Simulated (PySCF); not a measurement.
Isomers of C3H5NO.

All values: wB97X-D/def2-SVPD (PySCF) at GFN2-xTB geometries, gas phase, one conformer each. Core orbitals are frozen in the response; Δα² is half the sum of the squared differences of the principal polarisabilities.

(1) Rank by dipole moment, lowest first.
A. `[CH3:1][O:2][C:3]1=[N:4][CH2:5]1` with C1–O2–C3–N4 0°
B. `[CH2:1]=[N:2][C:3]([CH3:4])=[O:5]` with C1–N2–C3–C4 101°
C. `[CH3:1][O:2][C@@H:3]1[CH:4]=[N:5]1` with C1–O2–C3–C4 130°
D. `[H]/[N:3]=[C:2](/[CH3:1])[CH:4]=[O:5]` with C1–C2–C4–O5 180°

## Answers

(1) C (1.12 D), A (2.32 D), D (2.72 D), B (3.87 D).

All values together:

```json
{"SMILES": "COC1=NC1", "μ (D)": "2.32", "HOMO (eV)": "-9.59", "LUMO (eV)": "2.26", "α (Å³)": "6.75", "Δα (Å³)": "3.10"}
{"SMILES": "CO[C@@H]1C=N1", "μ (D)": "1.12", "HOMO (eV)": "-9.54", "LUMO (eV)": "1.14", "α (Å³)": "6.59", "Δα (Å³)": "2.27"}
{"SMILES": "C=NC(C)=O", "μ (D)": "3.87", "HOMO (eV)": "-9.34", "LUMO (eV)": "0.68", "α (Å³)": "7.17", "Δα (Å³)": "3.28"}
{"SMILES": "[H]/N=C(/C)C=O", "μ (D)": "2.72", "HOMO (eV)": "-9.60", "LUMO (eV)": "-0.67", "α (Å³)": "6.91", "Δα (Å³)": "3.00"}
```

Conformers: `[CH3:1][O:2][C:3]1=[N:4][CH2:5]1` with C1–O2–C3–N4 0°; `[CH3:1][O:2][C@@H:3]1[CH:4]=[N:5]1` with C1–O2–C3–C4 130°; `[CH2:1]=[N:2][C:3]([CH3:4])=[O:5]` with C1–N2–C3–C4 101°; `[H]/[N:3]=[C:2](/[CH3:1])[CH:4]=[O:5]` with C1–C2–C4–O5 180°.
